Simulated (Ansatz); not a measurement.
A structure relaxed at PBE0/def2-TZVP in Ansatz, charge 0, doublet:

```xyz
3

Li   -1.226    0.980    1.228
Na    1.587    0.288    0.478
Na   -0.360   -1.268   -1.706
```

Problem. Give its formula and point group.

Solution. the cluster Na2Li. Point group Cs (tolerance 0.1 Å).

Problem. Summarise the bond lengths by kind (pairs closer than 1.2 times the sum of covalent radii, bridged metal pairs left out).

Solution. 1 × Li–Na 2.99 Å; 1 × Na–Na 3.31 Å.

The structure comes from a short search, and lower isomers may exist.
